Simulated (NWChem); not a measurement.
The numbers come from NWChem runs, not from measurements. System: CH₂O₂, charge 0, spin multiplicity 1, displaced from the optimised geometry. Level: PBE/cc-pVDZ, spin-restricted.

Input file:

```
start mol
memory heap 200 mb stack 900 mb global 1100 mb
geometry units angstroms nocenter noautoz noautosym
  O      0.744122     0.827576     0.000000
  C      0.177284    -0.377620     0.000000
  O     -1.000647    -0.584248     0.000000
  H      0.024469     1.480561     0.000000
  H      1.750766    -1.945311     0.000000
end
basis spherical
  * library cc-pvdz
end
dft
  xc xpbe96 cpbe96
  semidirect memsize 60000000 filesize 0
  iterations 100
end
task dft energy
```

NWChem printed:

```
             Northwest Computational Chemistry Package (NWChem) 7.3.0
             --------------------------------------------------------

                                NWChem Input Module
                                -------------------

 Scaling coordinates for geometry "geometry" by  1.889725989
 (inverse scale =  0.529177249)

                             Geometry "geometry" -> ""
                             -------------------------

 Output coordinates in angstroms (scale by  1.889725989 to convert to a.u.)

  No.       Tag          Charge          X              Y              Z
 ---- ---------------- ---------- -------------- -------------- --------------
    1 O                    8.0000     0.74412200     0.82757600     0.00000000
    2 C                    6.0000     0.17728400    -0.37762000     0.00000000
    3 O                    8.0000    -1.00064700    -0.58424800     0.00000000
    4 H                    1.0000     0.02446900     1.48056100     0.00000000
    5 H                    1.0000     1.75076600    -1.94531100     0.00000000

 Effective nuclear repulsion energy (a.u.)      67.6780527575

            Nuclear Dipole moment (a.u.)
            ----------------------------
        X                 Y               Z
 ---------------- ---------------- ----------------
     1.4867211345    -1.4812541572     0.0000000000


 Summary of "ao basis" -> "" (spherical)
 ------------------------------------------------------------------------------
       Tag                 Description            Shells   Functions and Types
 ---------------- ------------------------------  ------  ---------------------
 *                          cc-pvdz                   on all atoms

  pbe96 is a nonlocal functional; adding pw91lda local functional.

                                 NWChem DFT Module
                                 -----------------

 Summary of "ao basis" -> "ao basis" (spherical)
 ------------------------------------------------------------------------------
       Tag                 Description            Shells   Functions and Types
 ---------------- ------------------------------  ------  ---------------------
 O                          cc-pvdz                  6       14   3s2p1d
 C                          cc-pvdz                  6       14   3s2p1d
 H                          cc-pvdz                  3        5   2s1p

 Summary of "ao basis" -> "ao basis" (spherical)
 ------------------------------------------------------------------------------
       Tag                 Description            Shells   Functions and Types
 ---------------- ------------------------------  ------  ---------------------
 O                          cc-pvdz                  6       14   3s2p1d
 C                          cc-pvdz                  6       14   3s2p1d
 H                          cc-pvdz                  3        5   2s1p

            General Information
            -------------------
          SCF calculation type: DFT
          Wavefunction type:  closed shell.
          No. of atoms     :     5
          No. of electrons :    24
           Alpha electrons :    12
            Beta electrons :    12
          Charge           :     0
          Spin multiplicity:     1
          Use of symmetry is: off; symmetry adaption is: off
          Maximum number of iterations: 100
          AO basis - number of functions:    52
                     number of shells:    24
          Convergence on energy requested:  1.00D-06
[...]
   convergence    iter        energy       DeltaE   RMS-Dens  Diis-err    time
 ---------------- ----- ----------------- --------- --------- ---------  ------
 d= 0,ls=0.0,diis     1   -189.2958453785 -2.57D+02  3.83D-02  1.17D+00     0.8
 d= 0,ls=0.0,diis     2   -188.0526000529  1.24D+00  3.54D-02  1.27D+01     1.0
 d= 0,ls=0.0,diis     3   -189.2514150803 -1.20D+00  2.60D-02  1.03D+00     1.2
 d= 0,ls=0.0,diis     4   -189.3650444685 -1.14D-01  1.77D-02  3.04D-01     1.3
 d= 0,ls=0.0,diis     5   -189.4119446039 -4.69D-02  8.01D-03  1.05D-01     1.5
  Resetting Diis
 d= 0,ls=0.0,diis     6   -189.4396174104 -2.77D-02  7.82D-04  8.22D-03     1.7
 d= 0,ls=0.0,diis     7   -189.4403794313 -7.62D-04  2.95D-03  4.74D-04     1.8
 d= 0,ls=0.0,diis     8   -189.4369858971  3.39D-03  2.22D-03  1.40D-02     2.0
 d= 0,ls=0.0,diis     9   -189.4404910649 -3.51D-03  2.01D-04  1.21D-04     2.2
 d= 0,ls=0.0,diis    10   -189.4405187731 -2.77D-05  5.63D-05  3.10D-05     2.4
 d= 0,ls=0.0,diis    11   -189.4405223552 -3.58D-06  2.27D-05  1.30D-06     2.5
 d= 0,ls=0.0,diis    12   -189.4405225263 -1.71D-07  8.75D-06  1.12D-07     2.7

         Total DFT energy =     -189.440522526326
      One electron energy =     -392.733661559620
           Coulomb energy =      158.558500743817
    Exchange-Corr. energy =      -22.943414468053
 Nuclear repulsion energy =       67.678052757530

 Numeric. integr. density =       24.000000436151

     Total iterative time =      2.4s

                       DFT Final Molecular Orbital Analysis
                       ------------------------------------

 Vector   10  Occ=2.000000D+00  E=-3.288040D-01
              MO Center=  1.5D-02, -1.7D-01, -9.8D-10, r^2= 2.1D+00
   Bfn.  Coefficient  Atom+Function         Bfn.  Coefficient  Atom+Function
  ----- ------------  ---------------      ----- ------------  ---------------
    33      0.404445  3 O  py                 4      0.364804  1 O  px
    18     -0.257781  2 C  px                36      0.239966  3 O  py
     7      0.226347  1 O  px                43     -0.180945  4 H  s
     3      0.174276  1 O  s                 17     -0.174242  2 C  s
    32      0.157471  3 O  px                19      0.133136  2 C  py

 Vector   11  Occ=2.000000D+00  E=-3.127379D-01
              MO Center= -4.4D-02,  1.7D-01,  9.3D-10, r^2= 1.8D+00
   Bfn.  Coefficient  Atom+Function         Bfn.  Coefficient  Atom+Function
  ----- ------------  ---------------      ----- ------------  ---------------
     6      0.491969  1 O  pz                34     -0.442306  3 O  pz
     9      0.350978  1 O  pz                37     -0.292684  3 O  pz
    20     -0.094272  2 C  pz                27     -0.045098  2 C  d  1
    23     -0.036715  2 C  pz                25      0.030514  2 C  d -1

 Vector   12  Occ=2.000000D+00  E=-2.346940D-01
              MO Center=  7.1D-01, -1.2D+00, -6.5D-11, r^2= 2.8D+00
   Bfn.  Coefficient  Atom+Function         Bfn.  Coefficient  Atom+Function
  ----- ------------  ---------------      ----- ------------  ---------------
    49      0.364306  5 H  s                 48      0.355753  5 H  s
    33      0.344974  3 O  py                36      0.251352  3 O  py
    17      0.245562  2 C  s                  3     -0.176267  1 O  s
    18      0.143098  2 C  px                 5      0.137580  1 O  py
    32     -0.129218  3 O  px                19     -0.123759  2 C  py

 Vector   13  Occ=0.000000D+00  E=-1.378700D-01
              MO Center=  9.2D-01, -1.1D+00,  2.5D-10, r^2= 2.8D+00
   Bfn.  Coefficient  Atom+Function         Bfn.  Coefficient  Atom+Function
  ----- ------------  ---------------      ----- ------------  ---------------
    49     -0.485812  5 H  s                 17      0.464113  2 C  s
    48     -0.376195  5 H  s                 18      0.276341  2 C  px
     3     -0.259770  1 O  s                 19     -0.245158  2 C  py
    44      0.229151  4 H  s                 16      0.203642  2 C  s
    33      0.203829  3 O  py                36      0.184666  3 O  py

 Vector   14  Occ=0.000000D+00  E=-4.390637D-02
              MO Center= -2.1D-02, -3.1D-01, -1.6D-10, r^2= 1.4D+00
   Bfn.  Coefficient  Atom+Function         Bfn.  Coefficient  Atom+Function
  ----- ------------  ---------------      ----- ------------  ---------------
    20      0.616983  2 C  pz                23      0.525216  2 C  pz
    34     -0.400997  3 O  pz                37     -0.394364  3 O  pz
     6     -0.284333  1 O  pz                 9     -0.272257  1 O  pz

 Vector   15  Occ=0.000000D+00  E= 2.087759D-02
              MO Center= -9.4D-02,  1.5D+00,  2.8D-11, r^2= 2.2D+00
   Bfn.  Coefficient  Atom+Function         Bfn.  Coefficient  Atom+Function
  ----- ------------  ---------------      ----- ------------  ---------------
    44      1.293738  4 H  s                  3     -0.538213  1 O  s
    17     -0.426385  2 C  s                  8     -0.378339  1 O  py
     5     -0.255016  1 O  py                 7      0.243949  1 O  px
     4      0.227570  1 O  px                43      0.215105  4 H  s
    33     -0.145461  3 O  py                19      0.128152  2 C  py

 center of mass
 --------------
 x =  -0.00766316 y =  -0.04550483 z =   0.00000000

 moments of inertia (a.u.)
 ------------------
          86.141095341038         -53.556031840210           0.000000000000
         -53.556031840210         101.198411085358           0.000000000000
           0.000000000000           0.000000000000         187.339506426397

     Multipole analysis of the density
     ---------------------------------

     L   x y z        total         alpha         beta         nuclear
     -   - - -        -----         -----         ----         -------
     0   0 0 0     -0.000000    -12.000000    -12.000000     24.000000

     1   1 0 0     -0.143020     -0.814871     -0.814871      1.486721
     1   0 1 0      0.899743      1.190498      1.190498     -1.481254
     1   0 0 1      0.000000      0.000000      0.000000      0.000000

     2   2 0 0    -15.205953    -35.625929    -35.625929     56.045904
     2   1 1 0     -1.066806    -10.947190    -10.947190     20.827575
     2   1 0 1      0.000000      0.000000      0.000000      0.000000
     2   0 2 0    -11.897527    -32.806201    -32.806201     53.714875
     2   0 1 1     -0.000000     -0.000000     -0.000000      0.000000
     2   0 0 2    -12.891750     -6.445875     -6.445875      0.000000

 Task  times  cpu:        2.7s     wall:        2.7s

 Total times  cpu:        2.7s     wall:        2.7s
```
